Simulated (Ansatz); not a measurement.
A nudged elastic band was laid between two geometries of H6N2Si (9 atoms, charge 0, multiplicity 1).

Theory: Ansatz 0.2.0, RKS PBE0-D4/def2-mTZVP.

- movable images: 7
- climbing image: yes
- spring: 5.0 eV/Å²
- optimiser: quadratic models (default)
- start path: through a guess of the saddle point
- force threshold: 0.05 eV/Å
- iteration limit: 60
- end points: relaxed

Image 0:

```xyz
9
Properties=species:S:1:pos:R:3
Si -0.082 -0.397 -0.427
H -1.306 -1.235 -0.512
H 0.906 -0.643 -1.510
N -0.611 1.228 -0.666
N 0.692 -0.892 1.036
H -1.418 1.594 -0.181
H 0.041 1.968 -0.883
H 1.624 -0.578 1.266
H 0.153 -1.044 1.876
```

Image 8:

```xyz
9
Properties=species:S:1:pos:R:3
Si 1.181 0.991 0.198
H -0.286 -1.851 -1.275
H -0.686 -2.241 -1.769
N -0.370 1.591 -0.250
N 0.711 -0.402 1.098
H -1.276 1.195 -0.032
H -0.455 2.429 -0.805
H 1.407 -0.996 1.525
H -0.227 -0.718 1.310
```

**Question.** Which bonds break or form, and what moves?

**Answer.** Bonds broken: Si1–H2, Si1–H3. Bonds formed: H2–H3. H6N2Si becomes H2 + H4N2Si.

**Question.** What energy profile does the band end with?

**Answer.** The forces met the threshold. The highest image is number 3 of 0 to 8, 72.4 kcal/mol above the first end and 41.1 kcal/mol above the last; the last end lies 31.4 kcal/mol above the first. Neighbouring images differ by up to 1.5 eV, so the band resolves the path poorly. A vibrational analysis at the climbing image gives one clearly imaginary mode, 1233i cm⁻¹: a first-order saddle point. The orbitals stay closed-shell, which can raise the energy where a bond breaks towards radicals; this wasn't checked here.

```json
{"image": "0", "path coordinate (Å)": "0.00", "energy (kcal/mol)": "0.0", "Si1–H2 (Å)": "1.49", "Si1–H3 (Å)": "1.49", "H2–H3 (Å)": "2.50"}
{"image": "1", "path coordinate (Å)": "0.52", "energy (kcal/mol)": "6.6", "Si1–H2 (Å)": "1.47", "Si1–H3 (Å)": "1.47", "H2–H3 (Å)": "2.20"}
{"image": "2", "path coordinate (Å)": "1.03", "energy (kcal/mol)": "37.1", "Si1–H2 (Å)": "1.49", "Si1–H3 (Å)": "1.45", "H2–H3 (Å)": "1.65"}
{"image": "3", "path coordinate (Å)": "1.55", "energy (kcal/mol)": "72.4", "Si1–H2 (Å)": "1.71", "Si1–H3 (Å)": "1.53", "H2–H3 (Å)": "1.12"}
{"image": "4", "path coordinate (Å)": "2.17", "energy (kcal/mol)": "48.2", "Si1–H2 (Å)": "2.26", "Si1–H3 (Å)": "2.05", "H2–H3 (Å)": "0.77"}
{"image": "5", "path coordinate (Å)": "2.79", "energy (kcal/mol)": "35.9", "Si1–H2 (Å)": "2.82", "Si1–H3 (Å)": "2.65", "H2–H3 (Å)": "0.74"}
{"image": "6", "path coordinate (Å)": "3.41", "energy (kcal/mol)": "32.2", "Si1–H2 (Å)": "3.23", "Si1–H3 (Å)": "3.35", "H2–H3 (Å)": "0.74"}
{"image": "7", "path coordinate (Å)": "4.03", "energy (kcal/mol)": "31.5", "Si1–H2 (Å)": "3.30", "Si1–H3 (Å)": "3.95", "H2–H3 (Å)": "0.74"}
{"image": "8", "path coordinate (Å)": "4.65", "energy (kcal/mol)": "31.4", "Si1–H2 (Å)": "3.52", "Si1–H3 (Å)": "4.22", "H2–H3 (Å)": "0.75"}
```

**Question.** What is the geometry of the highest image?

**Answer.** 
```xyz
9
Properties=species:S:1:pos:R:3
Si 0.474 -0.082 -0.459
H -0.779 -1.183 -0.854
H 0.126 -1.138 -1.505
N -0.567 1.285 -0.603
N 0.715 -0.813 1.086
H -1.423 1.409 -0.085
H -0.171 2.171 -0.874
H 1.629 -0.756 1.505
H -0.004 -0.893 1.789
```

Run time: 110 s on 2 threads of Arm Neoverse V2, with other jobs on the host, peak memory 0.14 GiB.
